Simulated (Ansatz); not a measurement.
A calculation on fcc Ni returned lattice constant a 3.423 Å, magnetic moment 0.58 μB.

For reference: lattice constant a 3.508 Å (measured, static lattice: zero-point anharmonic expansion removed; as tabulated in Mejia-Rodriguez and Trickey (2018), arXiv:1807.09216).

Problem. Which level of theory produced these numbers?
A) r²SCANh (Ansatz (an electronic-structure program))
B) rVV10 (Ansatz)
C) LDA (Ansatz)
D) HSE06 (Ansatz)

Solution. C, LDA (Ansatz)

The others give: rVV10 3.539 Å, 0.62 μB; r²SCANh 3.478 Å, 0.82 μB; HSE06 3.511 Å, 0.92 μB.

Unless a cell is named, each level is at its own relaxed cell (HSE06 10.82, LDA 10.03, r²SCANh 10.52, rVV10 11.08 Å³/atom).

Spin-polarised runs: rVV10 (parallel moments), r²SCANh (parallel moments), HSE06 (parallel moments), LDA (parallel moments).

Ansatz's density-functional and Hartree–Fock values are scalar-relativistic unless marked +SOC, with PAW data made under PBE.
